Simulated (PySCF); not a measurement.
```xyz
6

C     -0.6556    -0.0618    -0.0623
C      0.6556     0.0618     0.0621
H     -1.1392    -1.0327    -0.0556
H     -1.3008     0.8027    -0.1758
H      1.3008    -0.8027     0.1759
H      1.1392     1.0327     0.0557
```

Charge 0, multiplicity 1.

Task: Give the Mulliken and meta-Löwdin atomic charges from PySCF 2.14.0 with PBE-D3(BJ)/def2-TZVP // PBE0-D3(BJ)/def2-TZVP.

Result: 
```csv
atom,Mulliken (e),meta-Löwdin (e)
C1,-0.23,-0.25
C2,-0.23,-0.25
H3,0.12,0.12
H4,0.12,0.12
H5,0.12,0.12
H6,0.12,0.12
```
